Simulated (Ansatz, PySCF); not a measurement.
This Ansatz (an electronic-structure program) input computes a SVWN5/def2-TZVPD energy:

Ansatz 0.2 input:
```yaml
crystal:
  periodic: [false, false, false]
  atoms:
    - {symbol: N, position_ang: [-1.17990933, -0.14325443, -0.00489813]}
    - {symbol: N, position_ang: [-0.09167394, 0.33877156, 0.01039406]}
    - {symbol: O, position_ang: [1.11263537, -0.17107749, -0.00480894]}
basis:
  gaussian:
    orbitals: def2-TZVPD
hamiltonian:
  xc: {name: SVWN5}
total_charge: -1
magnetization: {spin_polarized: true, initial_magnetization: 1}
output: {forces: true}
```

Q: Write an input for the same energy in PySCF and say what it gives.

A: 
```python
from pyscf import gto, scf, dft

mol = gto.M(
    atom='''
    N    -1.17990933   -0.14325443   -0.00489813
    N    -0.09167394    0.33877156    0.01039406
    O     1.11263537   -0.17107749   -0.00480894
    ''',
    basis='def2-tzvpd',
    charge=-1,
    spin=1,
    verbose=4,
)

mf = dft.UKS(mol, xc='svwn').density_fit(auxbasis='def2-universal-jkfit')
mf.grids.level = 3
mf.conv_tol = 1e-9
mf.max_cycle = 100
mf.max_memory = 1500
mf.kernel()
if not mf.converged:
    mf = mf.newton()
    mf.kernel(mf.make_rdm1())
for _ in range(2):
    mo, _, stable, _ = mf.stability(return_status=True)
    if stable:
        break
    mf.kernel(mf.make_rdm1(mo, mf.mo_occ))
mf.analyze()
```
It gives -183.35825 Eh, and Ansatz -183.35821 Eh, a difference of 0.04 mEh, from the treatment of integrals and grids.
